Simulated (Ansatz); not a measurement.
# C2H3O: the cost of one run

Program: Ansatz 0.2.0 through its Python package. Level of theory: MP2/def2-SVP. These are calculated values, not measurements.

## (1) The structure

Bond lengths: C1–C2 1.463 Å, C2–O3 1.128 Å, C1–H4 1.109 Å, C1–H5 1.109 Å, C1–H6 1.110 Å. Angles: C1–C2–O3 180.0°, C2–C1–H4 109.5°, C2–C1–H5 109.5°, C2–C1–H6 109.5°, H4–C1–H5 109.5°, H4–C1–H6 109.5°, H5–C1–H6 109.5°.

The script holds or builds the structure itself.

## (2) Script

run_opt.py reads:

```python
# -*- coding: utf-8 -*-
"""Minimum-energy structure of C2H3O(+)."""

import logging
import sys

import ansatz as az
from ase import Atoms
import numpy as np

logging.basicConfig(stream=sys.stdout, format="%(levelname)s:%(name)s:%(message)s")
logger = logging.getLogger("c2h3o")
logger.setLevel(logging.INFO)

atoms = Atoms(["C", "C", "O", "H", "H", "H"], positions=[
    (-0.4907, 0.0039, -0.0082),
    (0.9721, -0.0078, 0.0163),
    (2.1001, -0.0169, 0.0352),
    (-0.855, -0.7714, -0.7132),
    (-0.8794, -0.2091, 1.0088),
    (-0.8471, 1.0012, -0.3389),
])
geometry = az.Crystal.molecule_from_ase(atoms)

calc = geometry.calculation().basis(gaussian="def2-SVP").correlation("MP2").charge(1)
symbols = [site.symbol for site in geometry.cartesian_sites]
start = np.array([site.position_ang for site in geometry.cartesian_sites], dtype=float)
report = calc.relax(force_tolerance=0.01).run(threads=1).report
end = np.array(report["positions_ang"])

logger.info(f"E = {report['free_energy_ev']:.6f} eV = {report['free_energy_ev'] / 27.211386246:.7f} Ha")
print("converged:", report["converged"], " doubts:", report["published_state_doubts"] or "none")

logger.info("final positions (A) and the move of each atom")
for symbol, xyz, old in zip(symbols, end, start):
    logger.info(f"{symbol:2s} {xyz[0]:10.5f} {xyz[1]:10.5f} {xyz[2]:10.5f}   {np.linalg.norm(xyz - old):7.4f}")
with open("c2h3o_opt.xyz", "w") as handle:
    handle.write(f"{len(symbols)}\nrelaxed C2H3O(+)\n")
    handle.writelines(f"{s:2s} {x:11.6f} {y:11.6f} {z:11.6f}\n" for s, (x, y, z) in zip(symbols, end))
```

## (3) The input behind the calls

The engine receives this input:

```yaml
crystal:
  periodic: [false, false, false]
  atoms:
    - { symbol: C, position_ang: [-0.4907, 0.0039, -0.0082] }
    - { symbol: C, position_ang: [0.9721, -0.0078, 0.0163] }
    - { symbol: O, position_ang: [2.1001, -0.0169, 0.0352] }
    - { symbol: H, position_ang: [-0.855, -0.7714, -0.7132] }
    - { symbol: H, position_ang: [-0.8794, -0.2091, 1.0088] }
    - { symbol: H, position_ang: [-0.8471, 1.0012, -0.3389] }
basis:
  gaussian:
    orbitals: def2-SVP
total_charge: 1.0
correlation:
  method: mp2
relax:
  f_tol: 0.01
```

## (4) Launch

Started as:

```bash
$ python run_opt.py
```

Q: Estimate wall time and peak memory on 1 thread of Arm Neoverse V1, shared host.

About 5.1 s, with a peak of 0.18 GiB.
